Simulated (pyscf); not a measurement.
# Routes from HN=Si: (SMILES N=[Si]) [singlet] + HF (SMILES F)

Candidate steps break at most two bonds and form at most two. Each was searched with GFN2-xTB (tblite) first. Single points on ωB97X-D3(BJ)/def2-SVP structures (PySCF, gas phase). Correlated levels are frozen-core, on RHF or UHF. ΔMP2 is the change of the MP2 total energy from the triple- to the quadruple-zeta basis. Energies: CCSD(T)/def2-TZVPP + ΔMP2(QZVPP), eV, from the separated reactants, singlet surface; ΔG‡ with ideal gas, 1 atm, RRHO with modes under 100 cm⁻¹ raised to 100, one conformer, R ln 2 for chiral ones without a mode under 150 cm⁻¹.

```
products                                                         type   ΔE‡     ΔE  ΔG‡ 298 K  ΔG‡ 900 K  ν‡ (cm⁻¹)
-------------------  ------------------------------------------------  ----  -----  ---------  ---------  ---------
H₂N–Si:–F [singlet]  addition across a multiple bond or ene-type step  0.14  -2.42       0.48       1.27       290i
HN=SiH–F                                                    insertion  1.81  -1.42       2.04       2.74      1499i
```

Row 1: On the reactant side the descent ends in a complex, 0.30 eV under the separated species and 0.23 eV under the saddle at ωB97X-D3(BJ)/def2-TZVP. 

Plain bond fissions and candidates not yet searched are not listed, and one of them may be faster. Each barrier is that of the saddle found; lower ones may exist. The CCSD(T) − MP2 part came from Ansatz, without density fitting, on the same reference.
